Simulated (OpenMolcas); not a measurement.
**A workflow on OF2 (oxygen difluoride)**

Wanted: a series of 8 runs (HF/cc-pVTZ, CASSCF(20,12)/cc-pVTZ, CASPT2(20,12)/cc-pVTZ, CASPT2[IPEA 0](20,12)/cc-pVTZ, SC-NEVPT2(20,12)/cc-pVTZ, PC-NEVPT2(20,12)/cc-pVTZ, MC-PDFT[tPBE](20,12)/cc-pVTZ, MC-PDFT[ftPBE](20,12)/cc-pVTZ) of OF2 (oxygen difluoride). 

The calculation is run with OpenMolcas 26.06.

## (1) Starting point

The species is OF2 (3 atoms), meant as a singlet with charge 0. SMILES: `FOF`. The shape is that of a PBE0-D4/def2-TZVP optimisation.

Bond lengths: F1–O2 1.381 Å, O2–F3 1.381 Å. Angles: F1–O2–F3 103.9°.

## (2) A single-point energy at HF/cc-pVTZ (run 1)

step1.inp reads:

```
* F2O Hartree-Fock
&GATEWAY
BASLIB=$CurrDir
COORD
3
angstrom
F        0.953290      -0.339960       0.488270
O        0.000520       0.563910       0.062040
F       -0.953810      -0.223960      -0.550310
BASIS=cc-pVTZ
GROUP=NoSym
&SEWARD
&SCF
PRORBITALS=0
```

The basis set cc-pVTZ is read from a file made from the Basis Set Exchange's data (not shown).

The run is started by

```
$ export MOLCAS_MEM=1860
$ pymolcas step1.inp > step1.log
```

Log:

```text
--- Start Module: gateway ---
[...]
--- Stop Module: gateway /rc=_RC_ALL_IS_WELL_ ---
--- Start Module: seward ---
[...]
      Basis functions           90
--- Stop Module: seward /rc=_RC_ALL_IS_WELL_ ---
[...]
--- Start Module: scf ---
[...]
       Convergence after  12 Iterations
[...]
::    Total SCF energy                               -273.5622304431
[...]
      Total spin, S                                     0.0000000000
[...]
      Total electronic charge=   26.000000
      Total            charge=   -0.000000
[...]
      Dipole Moment (debye):
      Origin of the operator (angstrom)=   -0.0000   -0.0314   -0.0035
                   X=  3.7581E-04               Y=  3.7851E-01               Z=  4.1657E-02           Total=  3.8079E-01
      Quadrupole Moment (debye*angstrom):
[...]
--- Stop Module: scf /rc=_RC_ALL_IS_WELL_ ---
[...]
```

Run time: 5.7 s. Hardware: 1 thread of Arm Neoverse V2, shared host; peak memory 0.49 GiB.

## (3) The energy at CASSCF(20,12)/cc-pVTZ (run 2)

step2.inp reads:

```
&GATEWAY
 BASLIB
 $CurrDir
 COORD
 3
 angstrom
 F        0.953290      -0.339960       0.488270
 O        0.000520       0.563910       0.062040
 F       -0.953810      -0.223960      -0.550310
 BASIS
 cc-pVTZ
 GROUP
 NoSym

&SEWARD

&RASSCF
 FILEORB
 $CurrDir/step1.ScfOrb
 SPIN
 1
 NACTEL
 20 0 0
 INACTIVE
 3
 RAS2
 12
 ORBLISTING
 NoCore
```

The basis set cc-pVTZ is read from a file made from the Basis Set Exchange's data (not shown).

The run is started by

```
$ export MOLCAS_MEM=1860
$ pymolcas step2.inp > step2.log
```

Log:

```text
--- Start Module: gateway ---
[...]
--- Stop Module: gateway /rc=_RC_ALL_IS_WELL_ ---
--- Start Module: seward ---
[...]
      Basis functions           90
--- Stop Module: seward /rc=_RC_ALL_IS_WELL_ ---
[...]
--- Start Module: rasscf ---
[...]
      Number of active orbitals                 12
[...]
      Spin quantum number                      0.0
[...]
      Active orbitals                           12
[...]
      Number of CSFs                          1716
[...]
      Number of root(s) required                 1
[...]
      Convergence after  9 iterations
[...]
      printout of CI-coefficients larger than  0.05 for root  1
      energy=    -273.686336
      conf/sym  111111111111     Coeff  Weight
             1  222222222200   0.95714 0.91611
            10  222222220220  -0.11892 0.01414
            60  222222220202  -0.06926 0.00480
           113  22222u22d2ud  -0.17926 0.03213
           526  222220222220  -0.08287 0.00687
           532  222220222202  -0.10532 0.01109
      Natural orbitals and occupation numbers for root  1
      sym 1:   1.999435   1.999324   1.997575   1.999738   1.994131   1.923920   1.999464   1.995204   1.922108   1.997128
               0.090809   0.081164
[...]
::    RASSCF root number  1 Total energy:   -273.68633615
[...]
      Total electronic charge=   26.000000
      Total            charge=   -0.000000
[...]
      Dipole Moment (debye):
      Origin of the operator (angstrom)=   -0.0000   -0.0314   -0.0035
                   X=  2.1775E-04               Y=  2.1320E-01               Z=  2.3467E-02           Total=  2.1449E-01
      Quadrupole Moment (debye*angstrom):
[...]
--- Stop Module: rasscf /rc=_RC_ALL_IS_WELL_ ---
[...]
```

Run time: 8.4 s. Hardware: 1 thread of Arm Neoverse V2, shared host; peak memory 0.49 GiB.

Runs 3 to 7 aren't shown in full; the table further down has their settings and results.

## (4) The energy at MC-PDFT[ftPBE](20,12)/cc-pVTZ (run 8)

step8.input reads:

```
* F2O MC-PDFT
>>> EXPORT MOLCAS_PRINT=2
&GATEWAY
BasLib=$CurrDir
Coord
3
angstrom
F        0.953290      -0.339960       0.488270
O        0.000520       0.563910       0.062040
F       -0.953810      -0.223960      -0.550310
Basis=cc-pVTZ
Group=NoSym
&SEWARD
&RASSCF
FileOrb=$CurrDir/step2.RasOrb
Spin=1
Nactel=20 0 0
Inactive=3
Ras2=12
OrbListing=NoCore
&MCPDFT
KSDFT=FT:PBE
```

The basis set cc-pVTZ is read from a file made from the Basis Set Exchange's data (not shown).

The run is started by

```
$ export MOLCAS_MEM=1860
$ pymolcas step8.input > step8.log
```

Log:

```text
--- Start Module: gateway ---
[...]
--- Stop Module: gateway /rc=_RC_ALL_IS_WELL_ ---
[...]
      Basis functions           90
[...]
--- Start Module: rasscf ---
[...]
      Number of active orbitals                 12
[...]
      Spin quantum number                      0.0
[...]
      Active orbitals                           12
[...]
      Number of CSFs                          1716
[...]
      Number of root(s) required                 1
[...]
      Convergence after  6 iterations
[...]
      printout of CI-coefficients larger than  0.05 for root  1
      energy=    -273.686336
      conf/sym  111111111111     Coeff  Weight
             1  222222222200  -0.95714 0.91611
            10  222222220220   0.11892 0.01414
            60  222222220202   0.06926 0.00480
           113  22222u22d2ud   0.17926 0.03213
           526  222220222220   0.08287 0.00687
           532  222220222202   0.10532 0.01109
      Natural orbitals and occupation numbers for root  1
      sym 1:   1.999435   1.999324   1.997575   1.999738   1.994131   1.923920   1.999464   1.995205   1.922108   1.997128
               0.090808   0.081164
[...]
::    RASSCF root number  1 Total energy:   -273.68633615
[...]
      Total electronic charge=   26.000000
      Total            charge=   -0.000000
[...]
      Dipole Moment (debye):
      Origin of the operator (angstrom)=   -0.0000   -0.0314   -0.0035
                   X=  2.1769E-04               Y=  2.1314E-01               Z=  2.3460E-02           Total=  2.1442E-01
      Quadrupole Moment (debye*angstrom):
[...]
--- Stop Module: rasscf /rc=_RC_ALL_IS_WELL_ ---
[...]
--- Start Module: mcpdft ---
[...]
 ###    WARNING: Deprecation warning: KSDF should be replaced                ###
 ###    with FUNC keyword                                                    ###
 ###############################################################################
[...]
::    MCPDFT root number  1 Total energy:   -274.55030372
--- Stop Module: mcpdft /rc=_RC_ALL_IS_WELL_ ---
[...]
```

Run time: 8.1 s. Hardware: 1 thread of Arm Neoverse V2, shared host; peak memory 0.49 GiB.

## (5) All runs side by side

```csv
run,level,active rule,inactive,energy (Eh),dipole moment (D) of the reference,wall time
1,HF/cc-pVTZ,–,–,-273.562230,0.38,5.7 s
2,"CASSCF(20,12)/cc-pVTZ",full valence,3,-273.686336,0.21,8.4 s
3,"CASPT2(20,12)/cc-pVTZ",full valence,3,-274.318216,0.21,25 s
4,"CASPT2[IPEA 0](20,12)/cc-pVTZ",full valence,3,-274.320465,0.21,25 s
5,"SC-NEVPT2(20,12)/cc-pVTZ",full valence,3,-274.266783,0.21,40 s
6,"PC-NEVPT2(20,12)/cc-pVTZ",full valence,3,-274.275365,0.21,38 s
7,"MC-PDFT[tPBE](20,12)/cc-pVTZ",full valence,3,-274.469773,0.21,8.1 s
8,"MC-PDFT[ftPBE](20,12)/cc-pVTZ",full valence,3,-274.550304,0.21,8.1 s
```

## (6) Outcome

| quantity | value |
| --- | --- |
| run 8, MC-PDFT[ftPBE](20,12)/cc-pVTZ: total energy | -274.55030 Eh |
| run 8, MC-PDFT[ftPBE](20,12)/cc-pVTZ: dipole moment (CASSCF density) | 0.21 D |

Below the HF energy at the same shape and in the same basis (cc-pVTZ): CASSCF(20,12) -124.1 mEh; CASPT2(20,12) -756.0 mEh; CASPT2[IPEA 0](20,12) -758.2 mEh; SC-NEVPT2(20,12) -704.6 mEh; PC-NEVPT2(20,12) -713.1 mEh. Active-space methods hold only the correlation inside their space unless a perturbation or CI step follows. All runs together took 2.6 min, the longest 40 s.
